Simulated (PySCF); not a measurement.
Molecule: `N=[N+]=O`, [HN$_{2}$O]+.

Geometry:
```
atom   x (Å)   y (Å)   z (Å)
  N1  -0.546   0.007  -0.028
  N2   0.505   0.005  -0.418
  O3   1.565   0.005  -0.815
  H4  -1.504  -0.007   0.344
```

Total charge +1.

Spin–spin couplings on one PBE0-D3(BJ)/def2-SVP geometry, PySCF 2.14.0 with density-fitted response routines, gas phase, non-relativistic, equivalent pairs averaged; isotopes $^{15}$N, $^{1}$H, $^{17}$O; basis pcJ-1.

Question: How do the couplings (Hz) change with the functional? Times are CPU seconds on shared hosts with different chips, so compare them loosely; the GGAs took longer than the global hybrids here, which isn't the general rule, and the cause wasn't traced.

Answer: 
```tsv
functional	functions	$^{1}J$(N1,H4)	$^{1}J$(N2,O3)	$^{1}J$(N1,N2)	$^{2}J$(N2,H4)	$^{2}J$(N1,O3)	$^{3}J$(O3,H4)	core-s
LDA	91	-178.5	-45.8	30.1	-27.5	6.8	-6.1	1.5
PBE	91	-204.1	-47.0	30.9	-31.1	7.4	-5.0	2.4
KT2	91	-225.8	-54.6	25.1	-33.4	7.1	-3.9	2.4
B3LYP	91	-215.5	-48.0	33.9	-32.6	13.6	-4.5	1.9
PBE0	91	-206.4	-48.3	32.9	-31.6	14.2	-4.5	2
B97-2	91	-200.3	-46.3	31.9	-30.4	12.0	-4.6	2
BHandHLYP	91	-227.0	-50.8	38.3	-32.7	28.7	0.2	2.1
CAM-B3LYP	91	-213.2	-49.3	34.4	-32.8	17.0	-4.9	2.4
``` Left out for a near triplet instability: HF/pcJ-1.
